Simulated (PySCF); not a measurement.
# MgCl2: adding exact exchange

Base calculation in PySCF with density fitting and no spin–orbit coupling, PBE/def2-TZVP (no relativity): singlet, D∞h, Mg–Cl 2.183 Å (×2); wavenumbers 106 (×2), 315, 607 cm⁻¹; gap between the highest occupied and lowest empty levels 5.05 eV, polar-tensor charge of Mg 1.17 e, atomisation energy (no zero-point energy) 776 kJ/mol.

**Question.** What changes on going to PBE0/def2-TZVP (no relativity)?

**Answer.** The point group stays the same. Changes: mean bond to Mg -0.013 Å, highest wavenumber +16 cm⁻¹, lowest wavenumber +3 cm⁻¹, gap between the highest occupied and lowest empty levels +2.17 eV, polar-tensor charge of Mg +0.07 e, atomisation energy (no zero-point energy) -2 kJ/mol. The new structure has Mg–Cl 2.170 Å (×2), with wavenumbers 109 (×2), 324, 623 cm⁻¹. Exact exchange shortens and stiffens the bonds and opens the gap, the usual pattern.

The structures come from searches over a few start shapes, so lower isomers are not excluded.
